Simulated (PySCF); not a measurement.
**Energy of Si⁻ (silicon, charge -1) between two integer charges**

The 3p alpha orbital of [Ne] 3s2 3p3 is emptied in steps (occupation f), with all orbitals relaxed, ending at [Ne] 3s2 3p2. Calculation: PySCF 2.14, in aug-pcseg-2; the non-relativistic Hamiltonian (point nucleus). The exact energy is a straight line in f; departures are measured from the line between the end points of the same method.

```
  f  LDA (eV)  PBE (eV)  PBE0 (eV)  r2SCAN (eV)  LC-wPBE (eV)  BHandHLYP (eV)  wB97X (eV)  BLYP (eV)  r2SCAN0 (eV)
  1     0.000     0.000      0.000        0.000         0.000           0.000       0.000      0.000         0.000
0.9    -0.243    -0.239     -0.167       -0.226         0.031          -0.091       0.014     -0.234        -0.156
0.7    -0.585    -0.572     -0.398       -0.536         0.068          -0.220       0.030     -0.564        -0.368
0.5    -0.716    -0.696     -0.481       -0.642         0.078          -0.269       0.033     -0.690        -0.441
0.3    -0.614    -0.594     -0.409       -0.541         0.065          -0.231       0.027     -0.592        -0.370
0.1    -0.268    -0.258     -0.176       -0.232         0.028          -0.100       0.011     -0.258        -0.158
  0     0.000     0.000      0.000        0.000         0.000           0.000       0.000      0.000         0.000
```

```csv
method,E(f=0) − E(f=1) (eV),−ε at f=1 (eV),−ε at f=0.5 (eV)
LDA,1.601,-1.051,1.514
PBE,1.503,-1.110,1.437
PBE0,1.467,-0.364,1.435
r2SCAN,1.547,-0.939,1.532
LC-wPBE,1.438,1.795,1.429
BHandHLYP,1.158,0.168,1.127
wB97X,1.221,1.393,1.214
BLYP,1.237,-1.321,1.155
r2SCAN0,1.506,-0.216,1.502
```

Orbital energy along the path (eV):

| f | LDA | PBE | PBE0 | r2SCAN | LC-wPBE | BHandHLYP | wB97X | BLYP | r2SCAN0 |
| --- | --- | --- | --- | --- | --- | --- | --- | --- | --- |
| 1 | 1.051 | 1.110 | 0.364 | 0.939 | -1.795 | -0.168 | -1.393 | 1.321 | 0.216 |
| 0.9 | 0.600 | 0.654 | 0.036 | 0.484 | -1.702 | -0.330 | -1.338 | 0.885 | -0.106 |
| 0.7 | -0.400 | -0.344 | -0.673 | -0.497 | -1.552 | -0.705 | -1.265 | -0.080 | -0.791 |
| 0.5 | -1.514 | -1.437 | -1.435 | -1.532 | -1.429 | -1.127 | -1.214 | -1.155 | -1.502 |
| 0.3 | -2.711 | -2.595 | -2.229 | -2.573 | -1.313 | -1.577 | -1.163 | -2.311 | -2.212 |
| 0.1 | -3.962 | -3.782 | -3.030 | -3.611 | -1.191 | -2.044 | -1.119 | -3.511 | -2.917 |
| 0 | -4.599 | -4.375 | -3.424 | -4.125 | -1.124 | -2.283 | -1.114 | -4.117 | -3.261 |

At f = 1 the orbital energy is positive for LDA, PBE, PBE0, r2SCAN, BLYP, r2SCAN0: only the finite basis holds the electron.

Reference removal energy between the ground levels: 1.390 eV (measured; photodetachment measurements, as compiled on the Wikipedia data page of electron affinities). The calculation has no spin-orbit coupling.
